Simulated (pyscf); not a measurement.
This saddle point was located with ωB97X-D3(BJ)/def2-SVP in PySCF.

```
N
H 1 1.0170
H 1 1.3151 2 106.94
H 3 0.9120 2 145.85 1 179.99
Si 1 1.6913 2 129.77 3 -179.95
N 5 1.7167 1 103.01 2 -180.00
H 6 1.0133 5 122.31 1 179.99
H 6 1.0171 7 112.86 5 179.94
```
Charge 0, spin multiplicity 2.

Surface: doublet, charge 0. Lowest wavenumbers (cm⁻¹): 1537i, 122, 199, 270, 384.

Which two sides does it connect, and which bonds change?

`[NH2][Si][NH2]` [singlet] + `[H]` [doublet] ⇌ `[NH]=[Si][NH2]` [doublet] + `[H][H]`, a hydrogen abstraction read from left to right: H–N broken and H–H formed. At ωB97M-D3(BJ)/def2-TZVP it lies +13.6 kcal/mol from the left side and +12.3 kcal/mol from the right (each side as separated species at their lowest minima found). This is the saddle that the search found; another between the same sides may lie lower. The angle at the transferred H is 177°.
